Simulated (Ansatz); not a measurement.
System: fcc Ni. Method: PBEsol-D3(BJ) (Ansatz, a first-principles code, PAW).

Settings: plane-wave cutoff 520 eV, 26×26×26 k mesh, Fermi–Dirac smearing 0.05 eV, spin-polarised with parallel moments, scalar-relativistic PAW data made under PBE.

The cell is scaled about its equilibrium volume:

| V (Å³/atom) | P (GPa) | moment (μB per cell of 1 atoms) |
|---|---|---|
| 9.467 | 18.31 | 0.58 |
| 9.668 | 11.57 | 0.59 |
| 9.869 | 5.59 | 0.60 |
| 10.071 | 0.28 | 0.60 |
| 10.272 | -4.44 | 0.61 |
| 10.474 | -8.63 | 0.62 |
| 10.675 | -12.33 | 0.63 |
